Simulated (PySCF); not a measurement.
PySCF job for methyl formate (C2H4O2), SMILES C(OC)=O, TDDFT-PBE/def2-SVPD. The structure is a stationary point at ωB97X-D3(BJ)/def2-SVP. The values are those of a single conformer.

```python
import numpy as np
from pyscf import gto, scf, dft, tdscf

mol = gto.M(
    atom='''
    C    -0.39457673   -1.35887294    0.00000000
    O     0.72568869   -0.47397627   -0.00000000
    C     0.43280071    0.82864892   -0.00000000
    O    -0.67402896    1.29059111   -0.00000000
    H    -1.01641009   -1.19759518   -0.89357934
    H     0.01722535   -2.37545452   -0.00000000
    H    -1.01641009   -1.19759518    0.89357934
    H     1.37297316    1.41907031    0.00000001
    ''',
    basis='def2-SVPD',
    charge=0,
    spin=0,
    symmetry=True,
    max_memory=1600,
    verbose=4,
)
mf = dft.RKS(mol, xc='pbe').density_fit(auxbasis='def2-universal-jkfit')
mf.grids.level = 3
mf.conv_tol = 1e-9
mf.max_cycle = 100
mf.kernel()
mf.grids = dft.Grids(mol).set(level=1).build(with_non0tab=True)  # coarser grid for the response kernel
td = tdscf.TDDFT(mf)
td.singlet = True
td.nstates = 10
td.conv_tol = 1e-4
td.positive_eig_threshold = 1e-6
td.kernel(x0=td.get_init_guess(mf, 15))
td.analyze()
tt = tdscf.TDA(mf)
tt.singlet = False
tt.nstates = 4
tt.conv_tol = 1e-4
tt.positive_eig_threshold = 1e-6
tt.kernel(x0=tt.get_init_guess(mf, 9))
tt.analyze(verbose=3)
```

Log of the run:

```
PySCF version 2.14.0

[INPUT] verbose = 4
[INPUT] num. atoms = 8
[INPUT] num. electrons = 32
[INPUT] charge = 0
[INPUT] spin (= nelec alpha-beta = 2S) = 0
[INPUT] symmetry True subgroup None
[INPUT] Mole.unit = angstrom
[INPUT] Symbol           X                Y                Z      unit          X                Y                Z       unit  Magmom
[INPUT]  1 C     -0.394576730000  -1.358872940000   0.000000000000 AA   -0.745641954826  -2.567897694683   0.000000000000 Bohr   0.0
[INPUT]  2 O      0.725688690000  -0.473976270000   0.000000000000 AA    1.371352875794  -0.895685339843   0.000000000000 Bohr   0.0
[INPUT]  3 C      0.432800710000   0.828648920000   0.000000000000 AA    0.817874808417   1.565919512217   0.000000000000 Bohr   0.0
[INPUT]  4 O     -0.674028960000   1.290591110000   0.000000000000 AA   -1.273730134425   2.438863736698   0.000000000000 Bohr   0.0
[INPUT]  5 H     -1.016410090000  -1.197595180000  -0.893579340000 AA   -1.920736700345  -2.263126898299  -1.688620223170 Bohr   0.0
[INPUT]  6 H      0.017225350000  -2.375454520000   0.000000000000 AA    0.032551193900  -4.488958464160   0.000000000000 Bohr   0.0
[INPUT]  7 H     -1.016410090000  -1.197595180000   0.893579340000 AA   -1.920736700345  -2.263126898299   1.688620223170 Bohr   0.0
[INPUT]  8 H      1.372973160000   1.419070310000   0.000000010000 AA    2.594543248779   2.681654237402   0.000000018897 Bohr   0.0

nuclear repulsion = 122.520014866444
point group symmetry = Cs
symmetry origin: [2.95269713e-09 1.77161834e-09 5.90539414e-10]
symmetry axis x: [1.00000000e+00 2.33282635e-09 1.11986933e-09]
symmetry axis y: [ 2.33282635e-09 -1.00000000e+00 -3.61551660e-10]
symmetry axis z: [-1.11986933e-09 -3.61551740e-10  1.00000000e+00]
num. orbitals of irrep A' = 80
num. orbitals of irrep A" = 38
number of shells = 50
number of NR pGTOs = 166
number of NR cGTOs = 118
basis = def2-SVPD
ecp = {}


[settings echo left out]
init E= -229.023515731492
HOMO (A") = -0.361280845250584  LUMO (A") = -0.0945367868366716  gap/eV = 7.25848
cycle= 1 E= -228.508936187824  delta_E= 0.515  |g|= 0.863  |ddm|=  3.5
HOMO (A') = -0.0890526697480691  LUMO (A') = 0.0114901378739725  gap/eV = 2.73591
cycle= 2 E= -227.626830499434  delta_E= 0.882  |g|=  2.2  |ddm|= 3.47
HOMO (A") = -0.255336461100735  LUMO (A") = -0.0393142163526037  gap/eV = 5.87826
cycle= 3 E= -228.60793862479  delta_E= -0.981  |g|= 0.476  |ddm|=    3
HOMO (A') = -0.248366988136336  LUMO (A") = -0.0457281225676094  gap/eV = 5.51408
cycle= 4 E= -228.649449138942  delta_E= -0.0415  |g|= 0.167  |ddm|= 0.442
HOMO (A') = -0.251504863536002  LUMO (A") = -0.0511431970852682  gap/eV = 5.45212
cycle= 5 E= -228.654456051012  delta_E= -0.00501  |g|= 0.0308  |ddm|= 0.132
HOMO (A') = -0.248456745957573  LUMO (A") = -0.0472153662366371  gap/eV = 5.47606
cycle= 6 E= -228.654668469385  delta_E= -0.000212  |g|= 0.0102  |ddm|= 0.0363
HOMO (A') = -0.249286436813359  LUMO (A") = -0.047932509969918  gap/eV = 5.47912
cycle= 7 E= -228.654692915725  delta_E= -2.44e-05  |g|= 0.00189  |ddm|= 0.0111
HOMO (A') = -0.249536311450901  LUMO (A") = -0.0481220149303193  gap/eV = 5.48076
cycle= 8 E= -228.654693651363  delta_E= -7.36e-07  |g|= 0.000775  |ddm|= 0.00252
HOMO (A') = -0.249461202928841  LUMO (A") = -0.0480260520271968  gap/eV = 5.48133
cycle= 9 E= -228.65469379696  delta_E= -1.46e-07  |g|= 0.000117  |ddm|= 0.00083
HOMO (A') = -0.249475621175044  LUMO (A") = -0.0480422830728948  gap/eV = 5.48128
cycle= 10 E= -228.654693800253  delta_E= -3.29e-09  |g|= 1.75e-05  |ddm|= 0.000163
HOMO (A') = -0.249474840328946  LUMO (A") = -0.0480417040180867  gap/eV = 5.48127
cycle= 11 E= -228.654693800332  delta_E= -7.87e-11  |g|= 5.62e-06  |ddm|= 3.5e-05
HOMO (A') = -0.249474941062153  LUMO (A") = -0.048041386768054  gap/eV = 5.48129
Extra cycle  E= -228.654693800306  delta_E= 2.54e-11  |g|= 1.3e-05  |ddm|= 1.72e-05
converged SCF energy = -228.654693800306
tot grids = 30608
Overwritten attributes  positive_eig_threshold  of <class 'pyscf.tdscf.rks.CasidaTDDFT'>


******** <class 'pyscf.tdscf.rks.CasidaTDDFT'> for <class 'pyscf.df.df_jk.DFSymAdaptedRKS'> ********
nstates = 10 singlet
deg_eia_thresh = 1.000e-03
wfnsym = None
conv_tol = 0.0001
eigh lindep = 1e-12
eigh level_shift = 0
eigh max_cycle = 100


Excitation energies (eV)
[5.69933519 6.91892105 7.41399133 7.6754632  7.70191154 7.79261962
 8.07120419 8.36710491 8.48444397 8.55739161]

** Singlet excitation energies and oscillator strengths **
Excited State   1:   A"      5.69934 eV    217.54 nm  f=0.0018
      16 -> 17        0.70681
Excited State   2:   A'      6.91892 eV    179.20 nm  f=0.0023
      15 -> 17        0.14421
      16 -> 18       -0.69149
Excited State   3:   A'      7.41399 eV    167.23 nm  f=0.0563
      13 -> 17        0.13730
      15 -> 17        0.57394
      16 -> 18        0.11804
      16 -> 19       -0.26892
      16 -> 20       -0.23618
Excited State   4:   A'      7.67546 eV    161.53 nm  f=0.0691
      15 -> 17        0.17885
      16 -> 19        0.64091
      16 -> 20       -0.20656
Excited State   5:   A"      7.70191 eV    160.98 nm  f=0.0000
      14 -> 17       -0.70466
Excited State   6:   A"      7.79262 eV    159.10 nm  f=0.0143
      15 -> 18       -0.70660
Excited State   7:   A'      8.07120 eV    153.61 nm  f=0.1276
      13 -> 17       -0.13391
      15 -> 17       -0.24523
      16 -> 19       -0.10908
      16 -> 20       -0.62153
Excited State   8:   A'      8.36710 eV    148.18 nm  f=0.0325
      16 -> 21       -0.69731
Excited State   9:   A"      8.48444 eV    146.13 nm  f=0.0101
      15 -> 19        0.70154
Excited State  10:   A"      8.55739 eV    144.89 nm  f=0.0064
      16 -> 22        0.70587

** Transition electric dipole moments (AU) **
state          X           Y           Z        Dip. S.      Osc.
  1         0.0000     -0.0000     -0.1126      0.0127      0.0018
  2         0.1172      0.0085     -0.0000      0.0138      0.0023
  3         0.0248      0.5562     -0.0000      0.3099      0.0563
  4        -0.5682      0.2114      0.0000      0.3675      0.0691
  5        -0.0000      0.0000     -0.0068      0.0000      0.0000
  6         0.0000     -0.0000      0.2739      0.0750      0.0143
  7        -0.1065     -0.7962     -0.0000      0.6453      0.1276
  8        -0.2913     -0.2717     -0.0000      0.1587      0.0325
  9        -0.0000      0.0000      0.2204      0.0486      0.0101
 10        -0.0000     -0.0000     -0.1745      0.0304      0.0064

** Transition velocity dipole moments (imaginary part, AU) **
state          X           Y           Z        Dip. S.      Osc.
  1         0.0000      0.0000     -0.0257      0.0007      0.0021
  2         0.0289      0.0028     -0.0000      0.0008      0.0022
  3         0.0059      0.1472     -0.0000      0.0217      0.0531
  4        -0.1552      0.0553      0.0000      0.0272      0.0642
  5        -0.0000     -0.0000      0.0026      0.0000      0.0000
  6        -0.0000      0.0000      0.0833      0.0069      0.0162
  7        -0.0326     -0.2360     -0.0000      0.0568      0.1276
  8        -0.0853     -0.0858     -0.0000      0.0146      0.0317
  9         0.0000     -0.0000      0.0741      0.0055      0.0117
 10         0.0000     -0.0000     -0.0504      0.0025      0.0054

** Transition magnetic dipole moments (imaginary part, AU) **
state          X           Y           Z
  1         0.9133     -0.4322      0.0000
  2         0.0000     -0.0000     -0.3264
  3         0.0000      0.0000     -0.4553
  4         0.0000      0.0000     -0.2061
  5         0.0434      0.8796     -0.0000
  6         0.1475     -0.4843     -0.0000
  7        -0.0000     -0.0000      0.5658
  8         0.0000     -0.0000     -0.1287
  9         0.1672      0.0443      0.0000
 10         0.0605     -0.0376      0.0000
Overwritten attributes  positive_eig_threshold  of <class 'pyscf.tdscf.rks.TDA'>


******** <class 'pyscf.tdscf.rks.TDA'> for <class 'pyscf.df.df_jk.DFSymAdaptedRKS'> ********
nstates = 4 triplet
deg_eia_thresh = 1.000e-03
wfnsym = None
conv_tol = 0.0001
eigh lindep = 1e-12
eigh level_shift = 0
eigh max_cycle = 100


Excitation energies (eV)
[5.12310121 5.77059807 6.84030728 7.29636564]

** Triplet excitation energies and oscillator strengths **
Excited State   1:   A"      5.12310 eV    242.01 nm  f=0.0000
Excited State   2:   A'      5.77060 eV    214.86 nm  f=0.0000
Excited State   3:   A'      6.84031 eV    181.26 nm  f=0.0000
Excited State   4:   A"      7.29637 eV    169.93 nm  f=0.0000
```

The calculation finished and met its thresholds.
